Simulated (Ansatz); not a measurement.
**SiC (triplet): from Hartree-Fock to the top rungs, 6-31G**

Aim: climb from Hartree-Fock through coupled cluster and multireference methods for SiC (triplet) at one geometry and basis, and see what each rung misses.

Program: Ansatz 0.2.0, Gaussian basis. Level of theory: 6-31G, core rule «outside noble gas», up to 6 orbitals frozen. These are calculated values, not measurements.

The runs, in order: UHF; CCSD(T) on ROHF; CCSD(T) on UHF; BCCD(T) on ROHF; CISD; CCSDT(Q) on ROHF; CCSDT(Q) on UHF; CISDTQ; CCSDTQ on ROHF; CCSDTQ on UHF; CASSCF and MRCISD+Q, 8 electrons in 8 orbitals; CASSCF and NEVPT2, 8 electrons in 8 orbitals; Full CI.

14 further runs of the same task are left out: 1 for a known fault of the program, 6 that didn't finish, 7 set aside as unsound or not needed.

## 1. The system

The geometry is a PBE0/def2-TZVP stationary point (not a proven minimum) of the parent state, kept for this charge and spin.

2 atoms, charge 0, spin multiplicity 3.

Atoms are counted from 1 here; the program's logs count them from 0.

Bond lengths: Si1–C2 1.636 Å.

## 2. UHF

in.yaml

```yaml
crystal:
  periodic: [false, false, false]
  atoms:
    - {symbol: Si, position_ang: [0.000000, 0.000000, 0.000000]}
    - {symbol: C, position_ang: [0.000000, 0.000000, 1.635786]}
basis:
  gaussian: {orbitals: 6-31G}
magnetization: {spin_polarized: true, initial_magnetization: 2}
hamiltonian: {xc: hf}
output: {orbitals: {seedname: orbitals}}
```

Command:

```bash
$ ansatz run in.yaml --threads 1 --pin off --events-out ev --progress --plain --max-ram 2176MiB
```

The runs that follow: CCSD(T) on ROHF; CCSD(T) on UHF; BCCD(T) on ROHF; CISD; CCSDT(Q) on ROHF; CCSDT(Q) on UHF; CISDTQ; CCSDTQ on ROHF; CCSDTQ on UHF; CASSCF and MRCISD+Q, 8 electrons in 8 orbitals; CASSCF and NEVPT2, 8 electrons in 8 orbitals; Full CI.

Before running them: what should the planned runs give, taken together? Wanted: FCI below the RHF energy; RMP2 from FCI; UMP2 from FCI; RCCSD from FCI; RCCSD(T) from FCI; UCCSD(T) from FCI; RCCSDT(Q) from FCI; UCCSDT(Q) from FCI; NEVPT2 valence from FCI.

As calculated:

| quantity | value |
| --- | --- |
| FCI below the RHF energy | -3.6910 eV |
| RMP2 from FCI | +20.08 kcal/mol |
| UMP2 from FCI | +27.40 kcal/mol |
| RCCSD from FCI | +4.27 kcal/mol |
| RCCSD(T) from FCI | +1.25 kcal/mol |
| UCCSD(T) from FCI | +1.52 kcal/mol |
| RCCSDT(Q) from FCI | +0.11 kcal/mol |
| UCCSDT(Q) from FCI | +0.21 kcal/mol |
| NEVPT2 valence from FCI | +6.81 kcal/mol |
| MRCISD+Q valence from FCI | +0.26 kcal/mol |
| levels within 1 kcal/mol (43 meV) | RCCSDT, UCCSDT, CISDTQ, RCCSDT(Q), UCCSDT(Q), RCCSDTQ, UCCSDTQ, MRCISD valence, MRCISD+Q valence |
| T1 diagnostic | 0.057 |
| effectively unpaired electrons | 2.16 |

What this shows: RCCSD(T) misses by +1.25 kcal/mol, 1.5 % of the correlation energy. The occupations are near whole numbers, but T1 = 0.057 shows that the orbitals relax strongly. Of the multireference levels listed MRCISD+Q valence comes nearest in total energy (+0.26 kcal/mol), which doesn't show that its space is the better one. These misses are within one basis, not against nature; the frozen cores of restricted and unrestricted runs differ, which can shift their rows.
